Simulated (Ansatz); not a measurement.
H$_{2}$B–Al, singlet in 6-31G: errors against full CI

Geometry: a point of a stretch scan, not a stationary point.

```xyz
4

B     0.0000   -0.0054    1.4812
Al    0.0000   -0.0054   -0.7593
H     0.0000    1.2137    2.2899
H     0.0000   -1.0104    2.1478
```

Basis 6-31G; Ansatz 0.2.0. Correlated methods freeze the noble-gas cores, which leaves 8 electrons in 20 orbitals. R marks a restricted (for open shells ROHF) determinant, U an unrestricted one. Active spaces: valence = (8e, 10o) chosen from the atoms' valence shells; pair = (2e, 2o) about the gap.

Full CI is exact within this basis and frozen core; it isn't the basis-set limit. The frozen core follows each run's orbitals, which can shift R against U totals by a few meV.

```
UHF ⟨S²⟩                          : 0.504
T1 diagnostic (RCCSD)             : 0.0131
largest doubles amplitude (RCCSD) : 0.096
```

```tsv
level	E − E(full CI) (mEh)	share of correlation (%)	wall time
RHF	111.53	0.00	–
RMP2	33.46	70.00	–
CISD	9.98	91.06	0.43 s
RCCSD	2.76	97.53	–
RCCSD(T)	0.77	99.31	0.69 s
BCCD(T)	0.76	99.32	0.36 s
RCCSDT	0.16	99.86	–
RCCSDT(Q)	0.05	99.96	0.69 s
RCCSDTQ	0.01	99.99	7.5 s
CASSCF (pair space)	92.22	17.31	–
NEVPT2 (pair space)	28.70	74.27	0.43 s
MRCISD (pair space)	7.15	93.59	–
MRCISD+Q (pair space)	-0.50	100.45	0.76 s
CASSCF (valence space)	27.22	75.60	–
NEVPT2 (valence space)	7.96	92.87	4.3 s
NEVPT4(SD) (valence space)	1.49	98.66	7 s
MRCISD (valence space)	0.90	99.19	–
MRCISD+Q (valence space)	0.38	99.66	8 s
```

The correlation energy at full CI, counted from RHF, is -3.035 eV. That run took 61 s on 1 thread of Intel Xeon, shared host over 11,765,097 determinants.

Run but not shown, since their state or frozen core can't be matched to the reference's or they repeat it: UHF, UMP2, UCCSD, UCCSD(T), UCCSDT, UCCSDT(Q).

Times hold each run's SCF and search for its determinant on a shared host, so for small cases they say little of a method's own cost; they ran on 1 thread of Intel Xeon.

Not variational, and here over 5 meV under the exact energy: MRCISD+Q (pair space).

The full-CI state has the irrep A' of Cs, in the program's axes.

Natural occupations of full CI about the gap: 1.969 1.954 1.946 1.882 0.059 0.051 0.038 0.031 0.021 0.020; effectively unpaired electrons, Σ n²(2−n)², 0.11.
